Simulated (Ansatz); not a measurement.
A made-up structure of AlBH3O, doublet:

```
atom    x (Å)    y (Å)    z (Å)
  B1  -0.9127   0.2822  -0.9097
  O2   0.0884  -0.0466   0.1161
 Al3   1.3259  -0.4588   1.4053
  H4  -1.1074  -0.5693  -1.9301
  H5  -1.6086   1.4264  -0.8019
  H6   2.2144  -0.6338   2.1204
```

It is relaxed with PBE-D4/def2-SVP and then PBE0-D4/def2-TZVP (Ansatz 0.2.0). Atoms count as bonded within 1.22 times the sum of their covalent radii (H–H: 0.88 Å). The end point is not checked to be a true minimum.

(1) Does its bonding change? (A judgement: the text doesn't fix the answer.)

Results:

(1) By the calculation: No: no bond forms or breaks.

Where it ends: The first stage lowers the energy by 4.33 eV in 8 steps. It ends as AlBH₃O ([BH2][O][AlH]):
```tsv
atom	x (Å)	y (Å)	z (Å)
B1	-0.7963	0.2648	-0.8274
O2	-0.0574	-0.1335	0.2102
Al3	0.7707	-0.6910	1.5753
H4	-0.9015	-0.4500	-1.7908
H5	-1.3472	1.3350	-0.7882
H6	2.3317	-0.3253	1.6210
```

Labels in which every atom is bracketed show which atoms are joined, not bond orders.

For scale, one of the runs: PBE0-D4/def2-TZVP relaxation, 117 basis functions, launched by `ansatz run in.yaml --threads 2 --pin off --events-out ev --progress --plain --max-ram 4352MiB`. Hardware: 2 CPU threads of an Arm Neoverse V1, shared host. Wall time about 19 s.
